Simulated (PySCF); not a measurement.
**3-butenal: geometry, NMR shifts, spin-spin couplings, electronic excitations and core binding energies**

Wanted: the NMR shifts, spin-spin couplings, electronic excitations and core binding energies of 3-butenal (`C=CCC=O`), by calculation.

Programs: PySCF 2.14.0, with density-fitted response routines of our own. Each step states its level of theory. These are calculated values for one molecule in the gas phase, unless marked as measured. Atoms are numbered from 0 throughout.

**1. The starting structure**

11 atoms, charge 0, multiplicity 1; geometry from: MMFF94s. The atoms were then displaced at random by about 0.03 Å, so the start is not that level's minimum.

Bonds of the start (Å): C0–C1 1.28, C1–C2 1.47, C2–C3 1.67, C3–O4 1.17, C0–H5 1.20, C0–H6 1.04, C1–H7 1.14, C2–H8 1.11, C2–H9 1.05, C3–H10 1.05.

**2. Geometry optimisation at PBE0-D3(BJ)/def2-SVP**

What the job is given:

```
{"job": {"xc": "PBE0", "basis": "def2-SVP", "d3": "d3bj", "grid": 1, "shake": 0.03, "kind": "geom"}, "charge": 0, "multiplicity": 1}
C     -1.714280     0.442260     0.316860
C     -0.593820     0.525780    -0.299480
C      0.315940    -0.623910    -0.345300
C      1.834780    -0.256070     0.246810
O      2.130280     0.853460     0.453990
H     -2.424250     1.413240     0.285860
H     -2.119710    -0.366850     0.819670
H     -0.204050     1.469690    -0.803200
H     -0.018660    -1.445260     0.317750
H      0.520880    -0.960370    -1.319820
H      2.370940    -1.137470     0.457300
```

Run with:

```console
$ OMP_NUM_THREADS=1 python probes_run.py task.json out
```

This one command runs all jobs of the session in turn.

**Question.** This job is followed by: GIAO PBE0/pcSseg-1 NMR shielding, non-relativistic, gas phase; B3LYP/pcJ-1 indirect spin-spin coupling, non-relativistic, gas phase; TDDFT PBE0/def2-SVPD, vertical, gas phase, core orbitals frozen in the response; GIAO CAM-B3LYP/pcSseg-2 NMR shielding, non-relativistic, gas phase; delta-SCF UKS SCAN, pcX-2 on the ionised atom, pcseg-1 elsewhere, spin-free X2C. What will the session give for the following? point group; rotational constants (main isotopes); 13C shifts against TMS (PBE0/pcSseg-1); 1H shifts against TMS (PBE0/pcSseg-1, means over atoms taken as alike); 17O shifts against H2O (PBE0/pcSseg-1); largest coupling of the table (B3LYP/pcJ-1); lowest singlet (PBE0/def2-SVPD); brightest single state of those computed; lowest triplet; vertical ionisation energy (ΔSCF); C1s binding energies, SCAN/pcX-2 (standing for 3 of 4 atoms); O1s binding energies, SCAN/pcX-2; range of the shift of O4.

The runs gave:

```
                                                              quantity                               value
                                                           point group                                  C1
                                  rotational constants (main isotopes)               13.63, 3.01, 2.63 GHz
                                13C shifts against TMS (PBE0/pcSseg-1)       201.0, 139.3, 125.8, 53.2 ppm
1H shifts against TMS (PBE0/pcSseg-1, means over atoms taken as alike)    9.69, 6.41, 5.48, 5.32, 3.08 ppm
                                17O shifts against H2O (PBE0/pcSseg-1)                           697.3 ppm
                           largest coupling of the table (B3LYP/pcJ-1)            1J(C,H) C3–H10, 176.2 Hz
                                       lowest singlet (PBE0/def2-SVPD)         4.37 eV (284 nm), f = 0.001
                              brightest single state of those computed         state 6, 7.58 eV, f = 0.375
                                                        lowest triplet                             3.73 eV
                                     vertical ionisation energy (ΔSCF)                             9.55 eV
          C1s binding energies, SCAN/pcX-2 (standing for 3 of 4 atoms)  C2 291.42, C1 290.84, C0 290.45 eV
                                      O1s binding energies, SCAN/pcX-2                        O4 538.22 eV
                                              range of the shift of O4                  685.5 to 697.3 ppm
```

The start was shaken at random, so part of the energy gained undoes that. Relaxing lowered the energy by 0.944 eV in 11 steps; the close pair that moved most is C2–C3, from 1.671 to 1.507 Å. The most deshielded carbon is C3 (aldehyde carbonyl carbon), at 201.0 ppm: low-lying n→π* states of the double bond to the heteroatom give a large paramagnetic term (-264 ppm). The most deshielded hydrogen is H10 (hydrogen on an aldehyde carbonyl carbon), at 9.69 ppm: the C=O anisotropy and electron withdrawal place aldehyde protons far downfield. At PBE0/pcSseg-1: Shielding is most anisotropic at O4 (span 1369 ppm, paramagnetic term -764 ppm). Of the pairs tabulated at B3LYP/pcJ-1, C3–H10 couples most strongly (176.2 Hz; Fermi contact 176.3 Hz). Couplings across rotatable bonds belong to this one conformer; where others are populated, the observed values are averages. The lowest singlet, at 4.37 eV, is HOMO→LUMO 0.76, HOMO−1→LUMO 0.22 and is dark; of the 10 states computed, the strongest absorption comes from state 6 at 7.58 eV. The lowest triplet lies 0.64 eV below the lowest singlet (triplets in Tamm-Dancoff, singlets in full TDDFT). ΔSCF puts the ionisation energy at 9.55 eV, 2.07 eV above −ε(HOMO). The C1s levels kept as sound span 0.97 eV, from C0 (terminal =CH2 carbon) up to C2 (sp3 CH2 α to a carbonyl). Only 3 of the 4 C atoms are covered by sound results. Across the 2 runs the shift of O4 moves most, between 685.5 (CAM-B3LYP/pcSseg-2) and 697.3 ppm (PBE0/pcSseg-1). Part of that comes from the computed reference.
